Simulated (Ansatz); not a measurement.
Cartesian coordinates (Å):
SMILES: [OH]
```xyz
2

O      0.4929     0.0000     0.0000
H     -0.4929     0.0000     0.0000
```
Charge 0, spin multiplicity 2.

Method: frozen-core CCSD(T)/cc-pVTZ // PBE-D3(BJ)/def2-TZVP in Ansatz (a quantum-chemistry and plane-wave program).

```
Item                          Result
----------------------  ------------
HF energy               -75.41845 Ha
MP2 correlation energy   -0.20016 Ha
```

Problem. Estimate the CCSD correlation energy, the (T) correction, the total energy and the T1 diagnostic.

Solution. 
* **CCSD correlation energy**: -0.21393 Ha
* **(T) correction**: -0.00515 Ha
* **CCSD(T) total energy**: -75.63754 Ha
* **T1 diagnostic**: 0.007
